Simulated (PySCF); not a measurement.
**Al₂H, quartet in 6-31G: errors against full CI**

Geometry: a point of a stretch scan, not a stationary point.

| atom | x (Å) | y (Å) | z (Å) |
| --- | --- | --- | --- |
| Al | 0.0000 | 0.0000 | -0.2141 |
| Al | 0.0000 | 0.0000 | 2.1463 |
| H | 0.0000 | 0.0000 | -1.9321 |

Basis 6-31G; PySCF 2.14.0. Only valence electrons are correlated (noble-gas cores frozen), which leaves 7 electrons in 18 orbitals. R marks a restricted (for open shells ROHF) determinant, U an unrestricted one.

Full CI is exact within this basis and frozen core; it isn't the basis-set limit. The frozen core follows each run's orbitals, which can shift R against U totals by a few meV.

```
UHF ⟨S²⟩                          : 3.762
T1 diagnostic (ROHF- or RHF-based CCSD)             : 0.0420
largest doubles amplitude (ROHF- or RHF-based CCSD) : 0.096
T1 diagnostic (UCCSD)             : 0.0320
```

```tsv
level	E − E(full CI) (mEh)	share of correlation (%)	wall time
RHF	75.02	0.00	–
UHF	73.20	2.42	–
RMP2	25.49	66.03	–
UMP2	25.12	66.52	–
RCCSD	3.20	95.74	–
UCCSD	3.12	95.84	–
RCCSD(T)	1.21	98.39	0.73 s
UCCSD(T)	1.18	98.42	0.39 s
RCCSDT	0.32	99.57	3.8 s
UCCSDT	0.30	99.59	3.6 s
```

The correlation energy at full CI, counted from RHF, is -2.041 eV. The search over symmetries took 18 s on 1 thread of Intel Xeon, shared host; the state has 331,072 determinants.

Times are those of the correlated step on a shared host, with one SCF added for the restricted CCSD run; they ran on 1 thread of Intel Xeon.

The full-CI state has the irrep A2 of C2v, in the program's axes (one component, if the state is degenerate).

Natural occupations of full CI about the gap: 1.950 1.928 0.999 0.972 0.972 0.054 0.041 0.041 0.015 0.007; effectively unpaired electrons, Σ n²(2−n)², 3.05.
